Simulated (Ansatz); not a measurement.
Molecule: ethylene, C₂H₄, charge 0, multiplicity 1. SMILES: C=C
Coordinates optimised at B3LYP-D3(BJ)/def2-TZVP (Ansatz, a first-principles code):
```xyz
6

C     -0.0012    -0.0058     0.6623
C      0.0012     0.0058    -0.6623
H      0.0167     0.9104     1.2401
H     -0.0212    -0.9321     1.2238
H      0.0212     0.9321    -1.2238
H     -0.0167    -0.9104    -1.2401
```

Wanted: atomisation energy, in kcal/mol. Terms: frozen cores in correlated levels; UHF or UKS for open shells; no dispersion term unless named; non-relativistic; atomisation electronic, to ground-state atoms; no spin-orbit coupling. CBS marks a two-point X^-3 extrapolation of the correlation energy; Hartree-Fock from the larger set. First-principles rows: single points at B3LYP-D3(BJ) geometries (Ansatz).

```tsv
species	coefficient	E at HF/3-21G (Ansatz), Eh	E at wB97X-V/def2-TZVPD (Ansatz), Eh
C=C (C2H4)	-1	-77.60059	-78.58890
C atom	+2	-37.48107	-37.84665
H atom	+4	-0.49620	-0.50049
```

Coupled cluster (Ansatz) is a level with limits of its own, used here on species with T1 under 0.025 (0.045 for open shells) and stable references: CCSD(T)/CBS(cc-pVTZ,cc-pVQZ). Value to compare with, CCSD(T)/CBS(cc-pVTZ,cc-pVQZ) (Ansatz): 562.1 kcal/mol. 1 Eh = 627.5095 kcal/mol.

### Question
Work the quantity out at each level, and compare with CCSD(T)/CBS(cc-pVTZ,cc-pVQZ) (Ansatz).

### Answer

- HF/3-21G: the sum of coefficient times E is 0.65365 Eh, or 410.17 kcal/mol. Result: 410.2 kcal/mol. Its difference against CCSD(T)/CBS(cc-pVTZ,cc-pVQZ) (Ansatz) is -151.9 kcal/mol.
- wB97X-V/def2-TZVPD: the sum of coefficient times E is 0.89364 Eh, or 560.77 kcal/mol. Result: 560.8 kcal/mol. Its difference against CCSD(T)/CBS(cc-pVTZ,cc-pVQZ) (Ansatz) is -1.3 kcal/mol.
